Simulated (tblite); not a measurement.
Q: Write a Z-matrix for `[H]/[C]=C(\C)C(=C)C` [radical] as optimised with GFN2-xTB. (Doublet state.)

A: 
Z-matrix in Å and degrees, rows numbered from 1:
```
C 
C   1  1.3040
C   2  1.5235  1  120.93
C   2  1.4714  1  121.36  3   179.98
C   4  1.3295  2  123.48  1  -179.90
C   4  1.5008  2  115.01  1     0.13
H   1  1.0650  2  137.98  3     0.06
H   3  1.0870  2  110.26  1    -0.02
H   3  1.0881  2  109.68  1  -120.00
H   3  1.0880  2  109.61  1   119.94
H   5  1.0754  4  123.33  2     0.03
H   5  1.0773  4  120.96  2  -179.98
H   6  1.0888  4  109.94  2   -58.94
H   6  1.0868  4  111.15  2  -179.83
H   6  1.0888  4  109.93  2    59.28
```

The 6 heavy atoms lie in one plane (0.001 Å rms). C5 (carbon bonded to C and 2 H) is planar (angles 123.3°, 121.0° and 115.7°, sum 360.0°, 0.00 Å off the plane of its three neighbours). C2 (carbon bonded to 3 C) is planar (angles 121.4°, 120.9° and 117.7°, sum 360.0°, 0.00 Å off the plane of its three neighbours). The 5 C–C bonds span 1.304 Å (C1=C2, drawn double) to 1.524 Å (C2–C3, drawn single), a spread of 0.220 Å.

The geometry is computed with GFN2-xTB (gas phase). This method treats the open shell by occupation alone, without spin polarisation.

Point group: Cs (tolerance 0.08 Å). Its GFN2-xTB frequencies are all real (lowest 47 cm⁻¹). Torsions: C1–C2–C4–C5 180°.

The run took 0.18 s on one thread, Arm Neoverse V2 (aarch64) (shared host). This is the geometry optimisation.

One conformer stands for the species.
